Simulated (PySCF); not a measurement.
**How far are cheaper levels from CCSD(T)/CBS for SiN?**

PySCF; the state is a doublet (σ ↑). The composite is CCSD(T) extrapolated to the basis-set limit from two correlation-consistent sets, with core-valence (CV) and scalar-relativistic (SR) terms as its label shows; it has no spin–orbit coupling and nothing beyond (T). Here it is CCSD(T)/CBS(TQ)+CV+SR. It gives Re = 1.572 Å, ωe = 1157 cm⁻¹ and De = 4.66 eV to Si + N.

```csv
level,basis,relativity,Re (Å),ωe (cm⁻¹),De (eV)
ROHF,def2-SVP,no relativity,1.543,1324,0.83
ROHF,cc-pV(D+d)Z/cc-pVDZ,no relativity,1.539,1299,0.76
ROHF-MP2,def2-SVP,no relativity,1.604,1081,3.81
ROHF-SCS-MP2,def2-SVP,no relativity,1.600,1098,3.73
ROHF-CCSD(T),cc-pV(D+d)Z/cc-pVDZ,no relativity,1.599,1093,3.69
ROHF-CCSD(T),x2c-TZVPPall,spin-free X2C,1.585,1129,4.28
r²SCAN,cc-pV(D+d)Z/cc-pVDZ,no relativity,1.576,1160,4.35
B3LYP,x2c-TZVPPall,spin-free X2C,1.567,1179,4.67
PBE0,cc-pV(D+d)Z/cc-pVDZ,no relativity,1.570,1179,4.22
M06,cc-pV(D+d)Z/cc-pVDZ,no relativity,1.569,1172,4.38
```

Give the difference of each row from the composite.



```csv
level,basis,ΔRe (pm),Δωe (%),ΔDe (eV)
ROHF,def2-SVP,-2.9,+14.4,-3.83
ROHF,cc-pV(D+d)Z/cc-pVDZ,-3.3,+12.3,-3.90
ROHF-MP2,def2-SVP,+3.2,-6.6,-0.85
ROHF-SCS-MP2,def2-SVP,+2.8,-5.1,-0.93
ROHF-CCSD(T),cc-pV(D+d)Z/cc-pVDZ,+2.7,-5.5,-0.97
ROHF-CCSD(T),x2c-TZVPPall,+1.3,-2.4,-0.38
r²SCAN,cc-pV(D+d)Z/cc-pVDZ,+0.4,+0.3,-0.31
B3LYP,x2c-TZVPPall,-0.5,+1.9,+0.01
PBE0,cc-pV(D+d)Z/cc-pVDZ,-0.2,+1.9,-0.44
M06,cc-pV(D+d)Z/cc-pVDZ,-0.3,+1.3,-0.28
```

Which rows come closest in De?

B3LYP in x2c-TZVPPall (+0.01 eV), counted from the composite.

Correlated steps freeze 6 core orbitals. Correlated levels converge slowly with the basis: in double zeta they bind strong bonds too weakly, by up to about 1 eV, and carry superposition errors of some tenths. The CCSD T1 diagnostic is raised in SiN, a sign that a single reference may not be enough there. UHF is strongly spin-contaminated for SiN, so the ROHF reference used there is far from stable. The state is the lowest determinant that a PBE0 search found; another state may lie lower at other levels.
